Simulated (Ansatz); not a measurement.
This Ansatz (an electronic-structure program) input (MP2/cc-pVTZ) gives -177.52888 Eh with 132 basis functions. A basis named .json is the Basis Set Exchange file of that set (core-valence sets with the plain set on hydrogen).

Ansatz 0.2 input:
```yaml
crystal:
  periodic: [false, false, false]
  atoms:
    - {symbol: C, position_ang: [0.00476229, 0.43392420, -0.00203639]}
    - {symbol: C, position_ang: [1.18383408, -0.15360148, 0.00493325]}
    - {symbol: F, position_ang: [-1.14596015, -0.26718838, -0.00280751]}
    - {symbol: H, position_ang: [-0.17580160, 1.50100015, -0.00772733]}
    - {symbol: H, position_ang: [1.28003303, -1.23028006, 0.01036986]}
    - {symbol: H, position_ang: [2.07783169, 0.45203897, 0.00524394]}
basis:
  gaussian:
    orbitals: cc-pVTZ
    fitting: {mean_field: def2-universal-jkfit, correlation: aug-cc-pVTZ-RIFIT.json}
magnetization: {spin_polarized: false}
correlation: {method: mp2, electrons: outside_noble_gas}
```

Change:
```diff
- fitting: {mean_field: def2-universal-jkfit, correlation: aug-cc-pVTZ-RIFIT.json}
+ fitting: {mean_field: def2-universal-jkfit, correlation: def2-SVP-RIFIT.json}
```

### Question
What does the run give now?

### Answer
-177.53246 Eh (MP2/cc-pVTZ, 132 functions), a change of -3.58 mEh.
